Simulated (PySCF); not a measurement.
ethyl formate (SMILES CCOC=O)

Geometry:
```tsv
atom	x (Å)	y (Å)	z (Å)
C1	-1.236	0.028	-0.580
C2	-0.410	0.153	0.675
O3	0.876	0.736	0.400
C4	1.825	-0.097	-0.015
O5	1.712	-1.278	-0.174
H6	-1.355	0.999	-1.066
H7	-2.229	-0.353	-0.330
H8	-0.772	-0.666	-1.282
H9	-0.869	0.836	1.391
H10	-0.260	-0.818	1.149
H11	2.750	0.471	-0.193
```

Computed with PySCF, quadratic response CAM-B3LYP/def2-TZVPD first hyperpolarisability, Taylor convention, gas phase. Geometry: PBE0-D3(BJ)/def2-TZVP.

**Question.** Give β for the processes computed.

**Answer.** In au, Taylor convention; the vector part is βᵢ = ⅓ Σⱼ (βᵢⱼⱼ + βⱼᵢⱼ + βⱼⱼᵢ); β∥ is 3/5 of the vector part along the dipole, the dipole points from − to +:
```tsv
process	λ (nm)	β vector norm	β∥	β HRS	depolarisation ratio
static β(0;0,0)	∞	32.3	-10.2	18.4	2.60
second harmonic β(−2ω;ω,ω)	1907	33.4	-10.2	19.1	2.61
Pockels β(−ω;ω,0)	1907	32.6	-10.2	–	–
second harmonic β(−2ω;ω,ω)	1064	36.0	-10.2	20.6	2.62
Pockels β(−ω;ω,0)	1064	33.4	-10.2	–	–
```

**Question.** Which lowest excitations, dipole and polarisabilities go with it?

**Answer.** S1 5.90 eV (f = 0.002); S2 7.83 eV (f = 0.007); S3 8.11 eV (f = 0.135); dipole 2.01 D; isotropic α 45.4 au static, 45.5 au at 1907 nm, 45.7 au at 1064 nm, 45.8 au at 953.5 nm, 46.6 au at 532 nm.
